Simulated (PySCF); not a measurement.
## Which determinant of NaSi⁺ lies lowest?

Unrestricted PBE0; basis Na pcseg-2, Si pcseg-2; no relativity; PySCF 2.14. Outer shells of the fragments: Na+ closed shells only; Si 3s2 3p2.

Followed along the bond (rough minima from three points):

```csv
2Ms+1,unpaired,⟨S²⟩ at the start,R at minimum (Å),Te (eV)
3,"σ ↑, π ↑",2.00,3.13,0.00
1,"σ ↑, π ↓",1.01,3.16,0.26
1,none,0.00,3.09,0.62
3,π ↑↑,2.01,none in the scan,≤ 0.64
1,π ↑↓,1.01,none in the scan,≤ 0.93
```

Solutions found at the starting distance of 2.790 Å, counted from the lowest of them; the search is not exhaustive and high or unbound solutions are not listed, so other states can lie among these:

```
2Ms+1    unpaired   term  E (eV)  ⟨S²⟩  ⟨Lz²⟩  μ (D)
    3    σ ↑, π ↑     ³Π    0.00  2.00   1.01  -4.67
    1    σ ↑, π ↓  mixed    0.28  1.01   1.01  -4.68
    1        none    ¹Σ⁺    0.64  0.00   0.00  -3.91
    3        π ↑↑    ³Σ⁻    0.68  2.01   0.00  -5.22
    1        π ↑↓  mixed    0.98  1.01   2.02  -5.21
    1        none  mixed    1.99  0.00   2.00  -5.03
    3        σ ↑↑    ³Σ⁺    4.53  2.00   0.00   5.50
    3  σ ↑↑, π ↑↓  mixed    6.11  3.00   2.01  -5.18
    3        π ↑↑  mixed    6.66  2.01   2.01   6.32
    3        σ ↑↑  mixed    7.08  2.01   2.00  -5.07
```

A term symbol is given only where ⟨S²⟩ and ⟨Lz²⟩ are close to those of a pure state; real π, δ and φ orbitals otherwise mix terms. A positive dipole points towards Si; it is taken about the centre of mass and depends on that origin.
